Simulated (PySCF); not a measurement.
## Spin–spin coupling constants

Cartesian coordinates in Å; atom numbers follow the order of the lines, from 1:
```xyz
9

F    -1.417   -1.304   -1.026
C    -1.286   -0.393   -0.052
C     0.107    0.068    0.040
C     1.393   -0.027   -0.466
C     1.131    0.810    0.565
F     1.529    1.656    1.403
H    -1.925    0.495   -0.231
H    -1.574   -0.804    0.936
H     2.059   -0.491   -1.199
```

Total charge +1.

Method: B3LYP/pcJ-1//PBE0-D3(BJ)/def2-SVP, PySCF 2.14.0 with density-fitted response routines; isolated molecule, single conformer, non-relativistic. Couplings are averaged over pairs made equivalent by symmetry, fast rotation or ring inversion, so a value needn't be that of the named pair in this geometry, while other rotamers aren't included; one pair stands for each set, and the list holds a selection of those of at least 0.8 Hz over up to four bonds. One-bond C–F couplings come out tens of Hz too large with common functionals.

Isotopes: 13C, 19F, 1H.

```csv
pair,bonds,J (Hz)
"F1, C2",1,-289.3
"C2, C3",1,?
"C2, H7",1,?
"C3, C4",1,?
"C3, C5",1,34.7
"C4, C5",1,43.6
"C4, H9",1,276.0
"C5, F6",1,-534.2
"F1, C3",2,22.9
"F1, H7",2,?
"C2, C4",2,?
"C3, F6",2,-15.4
"C3, H7",2,?
"C3, H9",2,-1.5
"C4, F6",2,-18.1
"C5, H9",2,-1.8
"H7, H8",2,-29.1
"F1, C4",3,6.6
"F1, C5",3,8.6
"C2, F6",3,-1.2
"C2, H9",3,?
"C4, H7",3,3.7
"F6, H9",3,-1.1
"F1, F6",4,4.9
"F1, H9",4,2.3
"F6, H7",4,?
```

Q: Estimate the withheld couplings, with signs.

A: 
- 1J(C2,C3) = 53.7 Hz (bond length 1.470 Å)
- 1J(C2,H7) = 167.6 Hz (bond length 1.109 Å, sp3 carbon)
- 1J(C3,C4) = 19.6 Hz (bond length 1.385 Å)
- 2J(F1,H7) = 51.4 Hz (angle at C2 112°)
- 2J(C2,C4) = -4.0 Hz (angle at C3 147°)
- 2J(C3,H7) = -1.2 Hz (angle at C2 108°)
- 3J(C2,H9) = 1.6 Hz (dihedral angle 0°)
- 4J(F6,H7) = 2.1 Hz
